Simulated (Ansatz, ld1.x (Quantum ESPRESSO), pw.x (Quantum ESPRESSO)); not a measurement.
Pm (Z = 61): does the PAW potential hold in the solid?

```json
{
  "Element": "Pm",
  "Generator": "ld1.x (Quantum ESPRESSO) 7.5",
  "Type": "PAW",
  "Functional": "PBEsol",
  "Relativity": "scalar-relativistic",
  "Frozen core": "[Kr] 4d10",
  "Valence charge": "15",
  "Reference configuration": "4f5 5s2 5p6 5d0 6s2 6p0",
  "Partial waves": "5s (bound): rcut 1.85, rcutus 2.15 bohr; 6s (bound): rcut 1.85, rcutus 2.15 bohr; 5p (bound): rcut 2.55, rcutus 2.95 bohr; 6p (bound, empty): rcut 2.55, rcutus 2.95 bohr; 5d (bound, empty): rcut 3.35, rcutus 4.40 bohr; 5d channel at 3 Ry: rcut 3.35, rcutus 4.40 bohr; 4f (bound): rcut 1.25, rcutus 1.60 bohr; 4f channel at 1.4 Ry: rcut 1.25, rcutus 1.60 bohr",
  "Local potential": "all-electron potential smoothed inside 2.60 bohr (lloc = -1)",
  "Core correction": "Bessel-smoothed model core inside 0.75 bohr",
  "Augmentation charge": "PSQ, inside the norm-conserving radii"
}
```

Atomic tests: configuration tests: test run stopped at test 1 of 7 (negative rho); lowest eigenvalue of the overlap operator: -2.96 (p channel); it is negative, so in a basis up to 400 Ry S is not positive definite; density cutoff estimated by the generator: 369 Ry.

Crystal test: fcc Pm in pw.x 7.5, no spin, 13³ k-points, Fermi–Dirac smearing 0.01 Ry, cutoffs 110/880 Ry. The lattice is a test structure that the element need not adopt, and mesh and smearing are coarse. Spin polarisation and strong correlation are left out, which matters for this element.

pw.x input:

```
&control
  calculation='scf', prefix='x', pseudo_dir='./', outdir='./tmp', tstress=.true., disk_io='none'
/
&system
  ibrav=0, nat=1, ntyp=1, ecutwfc=110, ecutrho=880, nbnd=15,
  occupations='smearing', smearing='fd', degauss=0.01
/
&electrons
  conv_thr=1e-09, mixing_beta=0.4, electron_maxstep=70
/
ATOMIC_SPECIES
Pm 1.0 Pm.UPF
CELL_PARAMETERS angstrom
  0.00000000 2.17879068 2.17879068
  2.17879068 0.00000000 2.17879068
  2.17879068 2.17879068 0.00000000
ATOMIC_POSITIONS crystal
Pm 0.0000 0.0000 0.0000
K_POINTS automatic
13 13 13 0 0 0
```

```bash
pw.x < Pm.scf.in > Pm.scf.out
```

Problem. How does the run end?

Solution. Failed (cdiaghg: S matrix not positive definite). The atomic test gives a lowest overlap eigenvalue of -2.96 in the p channel. The largest radius (4.40 bohr) exceeds half the bond length (2.91 bohr), so the spheres overlap, which is one possible source of error among others. The ghost test of this file was not conclusive. Its overlap operator is not positive definite. Atomic configuration tests: test run stopped at test 1 of 7 (negative rho). The log shows:

```
Message from routine setup:
     using ibrav=0 with symmetry is DISCOURAGED, use correct ibrav instead
     lattice parameter (alat)  =       5.8228  a.u.
     unit-cell volume          =     139.5960 (a.u.)^3
     number of electrons       =        15.00
     number of Kohn-Sham states=           15
     kinetic-energy cutoff     =     110.0000  Ry
     charge density cutoff     =     880.0000  Ry
     scf convergence threshold =      1.0E-09
     Exchange-correlation= SLA  PW   PSX  PSC
     number of k points=    84  Fermi-Dirac smearing, width (Ry)=  0.0100
     Error in routine cdiaghg (38):
     S matrix not positive definite
```
